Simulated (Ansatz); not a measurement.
## [NH₂···H···Cl], doublet: the ladder up to UCCSDT(Q)

Geometry: a point of a hydrogen-transfer path between rigid fragments, not a stationary point.

```
atom    x (Å)    y (Å)    z (Å)
   N  -2.0442  -0.0109  -0.0169
   H  -2.3415   0.9570  -0.0169
   H  -2.3415  -0.4132   0.8634
   H  -0.8472  -0.0109  -0.0169
  Cl   0.9648  -0.0109  -0.0169
```

Basis cc-pVDZ; Ansatz 0.2.0. Only valence electrons are correlated (noble-gas cores frozen), which leaves 15 electrons in 41 orbitals. Prefix R: restricted or restricted open-shell reference; prefix U: unrestricted. Active spaces: pair = (3e, 3o) about the gap; valence = (15e, 11o) chosen from the atoms' valence shells.

Full CI isn't at hand for all of this; UCCSDT(Q) serves as the reference, and is uncertain by about the last step of the cluster series. The frozen core follows each run's orbitals, which can shift R against U totals by a few meV.

For open shells CISD is restricted-active-space CI with the open shells as a complete middle space.

```
UHF ⟨S²⟩                          : 0.793
T1 diagnostic (RCCSD)             : 0.0506
largest doubles amplitude (RCCSD) : 0.052
T1 diagnostic (UCCSD)             : 0.0320
```

| level | E − E(UCCSDT(Q)) (mEh) | share of correlation (%) | wall time |
| --- | --- | --- | --- |
| RHF | 360.86 | 0.00 | – |
| UHF | 352.56 | 2.30 | – |
| RMP2 | 43.50 | 87.95 | – |
| UMP2 | 43.64 | 87.91 | – |
| CISD | 42.60 | 88.20 | 6 s |
| RCCSD | 9.13 | 97.47 | – |
| UCCSD | 8.96 | 97.52 | – |
| RCCSD(T) | 1.67 | 99.54 | 10 s |
| UCCSD(T) | 1.59 | 99.56 | 9.5 s |
| BCCD(T) | 1.56 | 99.57 | 9.5 s |
| RCCSDT | 0.74 | 99.79 | – |
| UCCSDT | 0.74 | 99.79 | – |
| RCCSDT(Q) | 0.04 | 99.99 | 58 s |
| CASSCF (pair space) | 334.20 | 7.39 | – |
| NEVPT2 (pair space) | 41.16 | 88.59 | 2.2 s |
| MRCISD (pair space) | 36.36 | 89.92 | – |
| MRCISD+Q (pair space) | 6.29 | 98.26 | 2.7 s |
| CASSCF (valence space) | 274.26 | 24.00 | – |
| NEVPT2 (valence space) | 57.46 | 84.08 | 6.5 s |

The correlation energy at UCCSDT(Q), counted from RHF, is -9.819 eV. That run took 56 s on 1 thread of Intel Xeon 6975P-C, shared host.

Times hold each run's SCF and search for its determinant on a shared host, so for small cases they say little of a method's own cost; they ran on 1 thread of Intel Xeon 6975P-C.

Natural occupations of CASSCF (valence space) about the gap: 1.994 1.977 1.977 1.960 1.004 0.043 0.023 0.023; effectively unpaired electrons, Σ n²(2−n)², 1.02.
